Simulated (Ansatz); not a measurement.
# Predicting the next basis: MP2 on CS (carbon monosulfide)

CS: 2 atoms, total charge 0, spin state singlet. SMILES: `[C-]#[S+]`. The S2–C1 distance was set to 2.609 Å, away from the relaxed value.

MP2 correlation energies, 6 core orbitals frozen (Ansatz 0.2.0):

```
      basis  X  correlation energy (Eh)
aug-cc-pVDZ  2                -0.201090
aug-cc-pVTZ  3                -0.251808
aug-cc-pVQZ  4                        ?
```

Take E(X) = E∞ + A/X³, fix the two constants on the known rows and predict the third.


1. A = (-0.201090 − (-0.251808))/(1/8 − 1/27) = 0.57658 Eh.
2. E∞ = -0.251808 − 0.57658/27 = -0.273163 Eh.
3. X = 4: -0.273163 + 0.57658/64 = -0.264154 Eh.

The run gave -0.269886 Eh, so the prediction is off by +5.7 mEh, 32 % of the last step. The small sets lie short of the range where X⁻³ holds, so the true step is larger than predicted.
